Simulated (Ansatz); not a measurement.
This geometry of C$_{2}$H$_{4}$S$_{2}$ (8 atoms, charge 0, multiplicity 1) is a first-order saddle point.

The calculation used RKS revPBE/6-31G* (Ansatz 0.2.0).

```xyz
8
Properties=species:S:1:pos:R:3
S -0.294 1.869 -1.724
C -0.500 0.829 -0.475
C 0.552 -0.163 -0.011
S 0.228 -0.963 1.626
H -1.451 0.810 0.086
H 0.701 -0.936 -0.787
H 1.524 0.350 0.091
H -0.760 -1.795 1.195
```

**Question.** Which two structures does it join? (They come from a converged band through this point; their orientation in space is the band's.)

**Answer.** No bond is made or broken. The dihedral S1–C2–C3–H7 goes from 131 to -2°.

Image 0:

```xyz
8
Properties=species:S:1:pos:R:3
S -1.181 0.835 -1.848
C -0.451 0.842 -0.378
C 0.670 -0.070 0.037
S 0.074 -1.173 1.412
H -0.792 1.531 0.414
H 1.059 -0.665 -0.803
H 1.494 0.507 0.495
H -0.873 -1.808 0.671
```

Image 8:

```xyz
8
Properties=species:S:1:pos:R:3
S -0.261 2.411 -0.698
C -0.466 0.795 -0.509
C 0.592 -0.180 -0.063
S 0.125 -0.924 1.580
H -1.452 0.338 -0.708
H 0.729 -0.993 -0.799
H 1.556 0.327 0.096
H -0.823 -1.774 1.101
```

**Question.** How far does it lie above each of them?

**Answer.** 3.1 kcal/mol above the first and 1.4 kcal/mol above the second. This is the barrier of this one path; another mechanism may lie lower.

The run took 4.2 min on 1 thread of Intel(R) Xeon(R) Processor @ 2.50GHz (Skylake/Cascade Lake), with other jobs on the host, peak memory 0.15 GiB.
